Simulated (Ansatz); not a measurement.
C2H5NO, SMILES `N=CCO`. Charge 0, multiplicity 1. The structure was optimised at the PBE0-D4/def2-TZVP level. It is one conformer, not always the lowest.

```xyz
9

N     0.703    0.931    0.866
C    -0.097    0.714   -0.086
C    -0.380   -0.699   -0.477
O     0.316   -1.611    0.308
H     0.831    1.921    1.057
H    -0.608    1.497   -0.658
H    -1.467   -0.864   -0.403
H    -0.124   -0.819   -1.541
H     0.828   -1.072    0.934
```

**Question.** What is the dipole moment at B3LYP/def2-TZVPP? (Best estimate.)

**Answer.** Ansatz gave: 3.14 D, with components (-1.03, 2.76, -1.10) D in this frame, pointing from negative to positive charge.

**Question.** And with PBE, r2SCAN, ωB97M-V? (Estimate.)

**Answer.** Ansatz gave: PBE 2.96 D, r2SCAN 3.04 D, ωB97M-V 3.18 D.

**Question.** Give the Mulliken charges with B3LYP, r2SCAN, PBE in def2-TZVPP. (An estimate is asked.)

**Answer.** The calculation gave: 
```
atom  B3LYP  r2SCAN    PBE
  N1  -0.28   -0.36  -0.26
  C2  -0.06    0.03  -0.08
  C3   0.15    0.25   0.14
  O4  -0.36   -0.39  -0.32
  H5   0.15    0.16   0.16
  H6   0.08    0.05   0.06
  H7   0.06    0.02   0.06
  H8   0.06    0.02   0.06
  H9   0.20    0.22   0.19
```

B3LYP here is the variant with VWN-RPA as its local correlation; programs differ in this.
